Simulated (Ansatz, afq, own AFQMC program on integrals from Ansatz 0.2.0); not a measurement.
# B$_{2}$H$_{2}$⁺, quartet in cc-pVDZ, levels against full CI

```xyz
4

B     0.0000    0.0000    0.6756
B     0.0000    0.0000   -0.9095
H     0.0000    1.0479    1.2540
H     0.0000   -1.0479    1.2540
```

Connectivity, by distances: BH2–B.

Basis cc-pVDZ. Only valence electrons are correlated. Integrals, coupled cluster, full CI and functionals: Ansatz 0.2.0; the random walks run on the same integrals in our own AFQMC program. ph-AFQMC/CISD is guided by a CISD state made of CCSD amplitudes; releasing the constraint for a short imaginary time cuts its bias at the price of noise, slowly where states lie close. Uncertainties: one standard error, sampling alone.

Determinant: UHF, the one that the program's search chose, which needn't be the lowest solution. The geometry is a PBE0/def2-TZVP stationary point of this or a neighbouring charge and spin state.

Full CI is exact in this basis; its frozen core comes from its own orbitals, which moves totals by up to a few meV.

Cautions: lower spins were not checked; the search met a lower determinant of the same kind, perhaps of another symmetry (77 meV lower), and this one is a saddle point; the released energies have errors that jump between times, so the bars are unsure, so no released level is given (meV from the phaseless value at times in 1/Eh: -6.4 ± 1.6 at 0.24, -5 ± 8 at 0.51, -15.4 ± 1.4 at 0.99, -20.2 ± 1.6 at 1.62, -20.9 ± 1.7 at 2.40); full CI with its own frozen core.

The T1 diagnostic is 0.0259. The weight of the determinant in the CISD state is 0.906 and the ⟨S²⟩ of the determinant is 3.777. The size of the correlated space is 7 electrons in 36 orbitals.

Reference: full CI, correlation energy -3.633 eV. CCSDTQ lies 0.4 meV below full CI, in part by the other frozen core, which shifts every row alike, so rows that close can't be ranked against it.

```tsv
level	E − E(reference) (kcal/mol)	share of correlation (%)
HF	83.78	0.00
MP2	23.10	72.43
CCSD	3.39	95.95
CCSD(T)	0.91	98.91
CCSDT	0.14	99.83
CCSDT(Q)	0.02	99.98
CCSDTQ	-0.01	100.01
ph-AFQMC/CISD	0.65 ± 0.04	99.22
```

CCSDT and higher add their correlation energy to the determinant of the CCSD(T) run, since their own runs factorise the integrals more tightly (a shift of under 2 meV). A walk keeps the symmetry of its determinant, which the program's search chose and which needn't be the lowest solution, so a lower state of the same spin and another symmetry isn't excluded.
